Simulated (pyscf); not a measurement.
Structures and frequencies: ωB97X-D3(BJ)/def2-SVP in PySCF.

SMILES: [SiH3][Si]([SiH3])([SiH3])[SiH3]
```xyz
17

Si     1.8776     0.6090    -0.2503
Si    -0.4219     0.3703     0.0257
Si    -1.5012     2.2542    -0.8151
Si    -0.9135     0.1375     2.2894
Si    -1.1483    -1.5183    -1.1259
H      2.3576     1.8253     0.4702
H      2.5868    -0.5861     0.2955
H      2.2079     0.7454    -1.6999
H     -1.0561     3.4728    -0.0763
H     -2.9794     2.1106    -0.6622
H     -1.1807     2.4245    -2.2633
H     -2.3872    -0.0043     2.4824
H     -0.4418     1.3371     3.0426
H     -0.2364    -1.0742     2.8393
H     -0.4617    -2.7353    -0.6001
H     -0.8407    -1.3818    -2.5804
H     -2.6223    -1.6860    -0.9584
```
Charge 0, spin multiplicity 1.

**Question.** List the bond dissociation enthalpies at 298 K of H₃Si–Si(SiH₃)(SiH₃)–SiH₃ from ωB97M-D3(BJ)/def2-TZVP, from the weakest bond up.

**Answer.** Si–Si to SiH₃• + H₃Si–Si•(SiH₃)–SiH₃: 72.9 kcal/mol; H–Si to •H₂Si–Si(SiH₃)(SiH₃)–SiH₃ + H•: 88.6 kcal/mol. Ring and multiple bonds, and those that leave no two simple radicals, are not listed. Other isomers of H₃Si–Si•(SiH₃)–SiH₃, •H₂Si–Si(SiH₃)(SiH₃)–SiH₃ were not searched in full and may lie lower.
